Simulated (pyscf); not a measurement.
A first-order saddle from PySCF, ωB97X-D3(BJ)/def2-SVP:

```xyz
10

C     -1.3736     0.1708     0.0001
C     -1.1328     0.1902     1.3821
H     -1.5120    -0.9238    -0.4016
H     -2.2412     0.6461    -0.4862
H     -1.5959    -0.5427     2.0496
H     -0.3234     0.7983     1.7978
C     -0.1442     0.5475    -0.9029
C     -0.0003    -0.5163    -1.6088
H      0.3306     1.5323    -0.8014
H      0.4963    -1.0525    -2.4133
```
Charge 0, spin multiplicity 1.

Surface: singlet, charge 0. Lowest wavenumbers (cm⁻¹): 860i, 280, 343, 395, 554.

Question: What reaction is this the transition state of?

Answer: ethylene (H₂C=CH₂) + acetylene (HC≡CH) ⇌ 1,3-butadiene (H₂C=CH–CH=CH₂), an addition across a multiple bond or ene-type step read from left to right: C–H broken and C–C, C–H formed. At ωB97M-D3(BJ)/def2-TZVP it lies +3.17 eV from the left side and +5.12 eV from the right (each side as separated species at their lowest minima found). This is the saddle that the search found; another between the same sides may lie lower. A restricted solution here is unstable towards spin polarisation, so biradical character is likely and single-reference numbers are less safe.
